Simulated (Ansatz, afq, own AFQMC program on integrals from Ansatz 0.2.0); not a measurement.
AFQMC on a folder of integrals that Ansatz 0.2.0 wrote.

```yaml
crystal:
  periodic: [false, false, false]
  atoms:
    - {symbol: Si, position_ang: [0.000000, 0.000000, 0.000000]}
    - {symbol: N, position_ang: [0.000000, 0.000000, 2.266000]}
basis:
  gaussian: {orbitals: 6-31G}
magnetization: {spin_polarized: false, initial_magnetization: 3}
correlation: {method: ccsd_t, electrons: outside_noble_gas, hamiltonian_folder: ham}
```

```sh
$ ansatz run in.yaml --threads 1 --pin off --events-out ev --progress --plain --max-ram 24576MiB --backend cuda --devices 0, --max-vram 18GiB
```

Options of the walk:

```
--method free --trial cisd --walkers 50 --time-step 0.02 --max-blocks 60 --target-error 0.00072 --factor-cut 1e-05 --seed 7718 --times 0.0,0.4,0.8,1.6,2.4 --taylor-order 6
```

Times are imaginary, in 1/Eh. The walk had a cap of 60 s.

Log:

```
orbitals 16  electrons 6 3  factors 84 of 272
reference energy -343.17454403 Eh
CCSD correlation -0.11528920 Eh in 17 cycles, weight of the determinant in the CISD state 0.8797
repeat  energy at the last time / Eh  error
    10  -343.292617  0.000616
    20  -343.292789  0.000471
    30  -343.292811  0.000340
time / (1/Eh)  energy / Eh  error  mean overlap
  0.00  -343.289853  0.000196  1.1369
  0.40  -343.291760  0.000267  1.1416
  0.80  -343.292875  0.000210  1.1326
  1.60  -343.293125  0.000271  1.1457
  2.40  -343.292928  0.000350  1.1462
energy -343.292928 +/- 0.000350 Eh
```

The run passed its tests (error under three times the target), which doesn't prove that it has relaxed.

Against this walk (error 9.5 meV) on the same determinant: CCSD(T) 8.9 meV higher (within the noise), CCSDT(Q) 30.2 meV lower, CCSDTQ 31.4 meV lower, full CI 31.7 meV lower. The error is statistical, and a free projection of finite length keeps a remainder of its start. Full CI is exact here, so the walk's 32 meV above it is the walk's own error: what remains of the start.

Cautions: remainder of the start not in the error; lower spins were not checked; a spin-contaminated unrestricted determinant lies lower (UHF 380 meV lower, ⟨S²⟩ 4.12).

The walk took 6 s on 1 × NVIDIA H100 80GB HBM3 with 2 threads of AMD EPYC 7R13 Processor (Zen 3), with other jobs on the host (the card was shared). The log's last line is the free-projection energy.

CCSDT and higher add their correlation energy to the determinant of the CCSD(T) run, since their own runs factorise the integrals more tightly (a shift of under 2 meV). A walk keeps the symmetry of its determinant, which the program's search chose and which needn't be the lowest solution, so a lower state of the same spin and another symmetry isn't excluded.
